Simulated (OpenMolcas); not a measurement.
**How methods differ on SiH4 (SMILES [H][Si]([H])([H])[H])**

The species is SiH4 (5 atoms), meant as a singlet with charge 0. SMILES: `[H][Si]([H])([H])[H]`. The coordinates come from a GFN2-xTB relaxation.

```xyz
5

Si    0.0001    0.0000    0.0001
H     0.0113   -0.0194    1.4609
H     1.3735    0.0113   -0.4978
H    -0.6966    1.1967   -0.4657
H    -0.6882   -1.1885   -0.4975
```

Each level gives the energy change with the Si1–H2 bond stretched from 1.461 to 2.922 Å (eV). The values are calculated.

| level | kind | program | value (eV) | less FCI/STO-3G |
| --- | --- | --- | --- | --- |
| HF/STO-3G (restricted) | Hartree–Fock | OpenMolcas | 8.06 | +3.29 |
| SVWN5/STO-3G (restricted) | LDA | OpenMolcas | 5.91 | +1.14 |
| r2SCAN/STO-3G (restricted) | meta-GGA | OpenMolcas | 6.07 | +1.30 |
| PBE0/STO-3G (restricted) | global hybrid | OpenMolcas | 6.39 | +1.62 |
| MP2/STO-3G (restricted) | perturbation theory | OpenMolcas | 6.29 | +1.52 |
| CASPT2(2,2)/STO-3G | multireference | OpenMolcas | 4.79 | +0.02 |
| ACPF/STO-3G (restricted) | coupled cluster or CI | OpenMolcas | 3.49 | -1.28 |
| CCSD(T)/STO-3G (restricted) | coupled cluster or CI | OpenMolcas | 4.77 | 0.00 |
| FCI/STO-3G | exact in the basis | OpenMolcas | 4.77 | 0.00 |

FCI/STO-3G is exact within its basis and frozen core, so for wave-function methods in that basis the difference is their error; functionals converge differently with the basis, so for them it is only a difference. Spin-restricted single references rise too steeply as a bond breaks, Hartree–Fock most of all. Perturbation and coupled-cluster corrections on them can overshoot downwards. The first shape isn't each level's own minimum. The values span 3.49 to 8.06 eV. All rows use very small basis sets, so even the best lies far from the true value.
